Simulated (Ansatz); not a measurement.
# Crystal structures of arsenic under PBEsol

Method: DFT, PBEsol, plane waves (420 eV) with PAW, scalar-relativistic (Ansatz). (PAW data from PBE, frozen cores regenerated.)

Each structure is relaxed within its own symmetry, so a high-lying one may be dynamically unstable. No dispersion correction is added.

```json
{"structure": "grey arsenic (A7)", "ΔE (meV/atom)": "0", "V (Å³/atom)": "20.85", "cell": "a = 3.782 Å, c = 10.102 Å (c/a = 2.671)", "magnetic state": "spin not included"}
{"structure": "black arsenic (Cmce)", "ΔE (meV/atom)": "41", "V (Å³/atom)": "21.73", "cell": "a = 3.729 Å, b = 10.876 Å, c = 4.286 Å", "magnetic state": "spin not included"}
{"structure": "simple cubic", "ΔE (meV/atom)": "77", "V (Å³/atom)": "19.51", "cell": "a = 2.692 Å", "magnetic state": "spin not included"}
{"structure": "bcc", "ΔE (meV/atom)": "373", "V (Å³/atom)": "18.13", "cell": "a = 3.310 Å", "magnetic state": "spin not included"}
{"structure": "omega (AlB2-type)", "ΔE (meV/atom)": "384", "V (Å³/atom)": "18.33", "cell": "a = 4.777 Å, c = 2.782 Å (c/a = 0.582)", "magnetic state": "spin not included"}
{"structure": "diamond", "ΔE (meV/atom)": "388", "V (Å³/atom)": "27.19", "cell": "a = 6.014 Å", "magnetic state": "spin not included"}
{"structure": "hcp", "ΔE (meV/atom)": "446", "V (Å³/atom)": "18.38", "cell": "a = 3.029 Å, c = 4.628 Å (c/a = 1.528)", "magnetic state": "spin not included"}
{"structure": "dhcp", "ΔE (meV/atom)": "452", "V (Å³/atom)": "18.42", "cell": "a = 2.933 Å, c = 9.887 Å (c/a = 3.371)", "magnetic state": "spin not included"}
{"structure": "fcc", "ΔE (meV/atom)": "483", "V (Å³/atom)": "18.44", "cell": "a = 4.194 Å", "magnetic state": "spin not included"}
{"structure": "A15", "ΔE (meV/atom)": "530", "V (Å³/atom)": "18.76", "cell": "a = 5.314 Å", "magnetic state": "spin not included"}
```

ΔE counts from grey arsenic (A7).

Differences under about 8 meV lie within the error of the k-point mesh.
